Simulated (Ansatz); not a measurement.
# C2H: the cost of one run

Program: Ansatz 0.2.0. Level of theory: the levels named in each step. These are calculated values, not measurements.

**1. Starting point**

Bond lengths: C1–C2 1.192 Å, C2–H3 1.059 Å. Angles: C1–C2–H3 180.0°.

As a file:

```xyz
3

C     0.0000    0.0000   -1.1477
C     0.0000    0.0000    0.0443
H     0.0000    0.0000    1.1034
```

**2. A rough first relaxation, PBE-D4/def2-SVP**

This run stands in another session on the same molecule. It ended at:

```xyz
3

C     0.0000    0.0000   -1.1770
C     0.0000    0.0000    0.0469
H     0.0000    0.0000    1.1301
```

**3. Relaxation, PBE0-D4/def2-TZVPP**

This run stands in another session on the same molecule. It ended at:

```xyz
3

C     0.0000    0.0000   -1.1553
C     0.0000    0.0000    0.0449
H     0.0000    0.0000    1.1104
```

**4. Frequencies, PBE0-D4/def2-TZVPP**

Input file input.yaml:

```yaml
crystal:
  periodic: [false, false, false]
  atoms:
    - { symbol: C, position_ang: [0.0, 0.0, -1.15529565] }
    - { symbol: C, position_ang: [0.0, 0.0, 0.04488312] }
    - { symbol: H, position_ang: [0.0, 0.0, 1.11041253] }
magnetization:
  spin_polarized: true
  initial_magnetization: 1
basis:
  gaussian: { orbitals: def2-TZVPP }
hamiltonian:
  xc: pbe0
  dispersion: d4
phonons: {}
```

Started as:

```
$ ansatz run input.yaml --threads 2 --pin off --max-ram 5120MiB --backend cpu --events-out ev --progress --plain --runs-dir out
```

**Question.** How long does this run take on 2 threads of Intel Xeon Platinum 8375C at 2.90GHz (Ice Lake), shared host, and how much memory does it need?

About 8.2 s, with a peak of 0.13 GiB.
